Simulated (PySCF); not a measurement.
Molfile (atoms numbered from 1):
```
C4H8F2
     RDKit          3D

 14 13  0  0  0  0  0  0  0  0999 V2000
   -1.4602    0.1974   -0.8558 C   0  0  0  0  0  0  0  0  0  0  0  0
   -0.7370   -0.0573    0.4439 C   0  0  2  0  0  0  0  0  0  0  0  0
   -1.1833    0.8601    1.3848 F   0  0  0  0  0  0  0  0  0  0  0  0
    0.7705    0.0680    0.3459 C   0  0  0  0  0  0  0  0  0  0  0  0
    1.4633   -0.1975    1.6613 C   0  0  0  0  0  0  0  0  0  0  0  0
    1.2252   -1.4915    2.0659 F   0  0  0  0  0  0  0  0  0  0  0  0
   -2.5470    0.1230   -0.7075 H   0  0  0  0  0  0  0  0  0  0  0  0
   -1.1639   -0.5377   -1.6183 H   0  0  0  0  0  0  0  0  0  0  0  0
   -1.2312    1.2063   -1.2317 H   0  0  0  0  0  0  0  0  0  0  0  0
   -0.9861   -1.0592    0.8349 H   0  0  0  0  0  0  0  0  0  0  0  0
    1.0271    1.0855    0.0046 H   0  0  0  0  0  0  0  0  0  0  0  0
    1.1440   -0.6366   -0.4149 H   0  0  0  0  0  0  0  0  0  0  0  0
    1.0791    0.4849    2.4370 H   0  0  0  0  0  0  0  0  0  0  0  0
    2.5531   -0.0547    1.5703 H   0  0  0  0  0  0  0  0  0  0  0  0
  1  2  1  0
  2  3  1  0
  2  4  1  0
  4  5  1  0
  5  6  1  0
  1  7  1  0
  1  8  1  0
  1  9  1  0
  2 10  1  1
  4 11  1  0
  4 12  1  0
  5 13  1  0
  5 14  1  0
M  END
```

Geometry: PBE0-D3(BJ)/def2-SVP; GIAO absolute shieldings from PySCF 2.14.0 with density-fitted response routines, gas phase, non-relativistic, averaged over equivalent atoms.

At PBE0/6-31G (70 basis functions, 14 s wall time on 1 thread of an x86-64 server CPU, shared host):
```json
{"atoms": "C2", "σ (ppm)": "119.6"}
{"atoms": "C5", "σ (ppm)": "124.8"}
{"atoms": "C4", "σ (ppm)": "160.8"}
{"atoms": "C1", "σ (ppm)": "176.8"}
{"atoms": "F3", "σ (ppm)": "396.8"}
{"atoms": "F6", "σ (ppm)": "430.6"}
{"atoms": "H10", "σ (ppm)": "27.50"}
{"atoms": "H13", "σ (ppm)": "27.63"}
{"atoms": "H14", "σ (ppm)": "28.21"}
{"atoms": "H12", "σ (ppm)": "30.79"}
{"atoms": "H11", "σ (ppm)": "31.17"}
{"atoms": "H7/H8/H9", "σ (ppm)": "31.23"}
```

Question: Predict the values at B97-D/pcSseg-1 on the same geometry.

Answer: 
```
   atoms  σ at B97-D/pcSseg-1  change
      C2                 92.9   -26.7
      C5                 98.0   -26.8
      C4                137.3   -23.5
      C1                155.6   -21.2
      F3                375.2   -21.6
      F6                411.2   -19.4
     H10                26.49   -1.01
     H13                26.48   -1.15
     H14                26.83   -1.38
     H12                29.71   -1.08
     H11                30.13   -1.04
H7/H8/H9                30.08   -1.15
```

The largest change is at C5 (sp3 CH2 bonded to F). Cost: 142 basis functions, 20 s wall time on 1 thread of an Arm Neoverse V1, shared host. The order of the carbon signals is the same at both levels.
